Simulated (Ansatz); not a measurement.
`CC(CF)CF` → 4 C• + 2 F• + 8 H•  (atomization)

Calculated with Ansatz (gas phase, PBE0-D4/def2-TZVP geometries, no zero-point term in ΔE). CBS: MP2 limit from def2 TZ/QZ plus the TZ coupled-cluster correction, frozen cores. This one scheme is used for every species, atoms too. For atomizations the MP2-based limit and the directly extrapolated one differ by several kJ/mol either way, and by 10 to 25 for some Ge, Se and Sn compounds, so smaller differences from it don't rank the levels. Functionals use def2-TZVPP. No spin–orbit coupling; open shells (•) take unrestricted orbitals. Spin–orbit coupling would lower the free atoms: a little for C, F. One conformer a species, not always the lowest.

Task: What is ΔE at CCSD(T)/CBS? (An estimate is asked.)

Result: Ansatz gave: +1318.6 kcal/mol.

Task: What do these levels give: PBE0-D4, r2SCANh-D4, ωB97X-V, CAM-B3LYP, LC-ωPBE, HF/def2-SVP? (Estimate.)

Result: Ansatz gave: PBE0-D4 1326.0, r2SCANh-D4 1314.1, ωB97X-V 1321.2, CAM-B3LYP 1321.9, LC-ωPBE 1321.2, HF/def2-SVP 995.1 kcal/mol.

Largest T1 diagnostic among the species: 0.010.

The D4 term adds +9.1 kcal/mol with B3LYP and +4.8 kcal/mol with PBE0; it sums over pairs of atoms, weighted by their polarisabilities, and B3LYP, whose exchange is more repulsive, gets the larger term. From PBE to PBE0 (25 % exact exchange), in def2-TZVPP and without D4, ΔE moves by −22.2 kcal/mol: exact exchange takes away binding that semilocal exchange gives to molecules.

B3LYP here is the variant with VWN-RPA as its local correlation; programs differ in this.
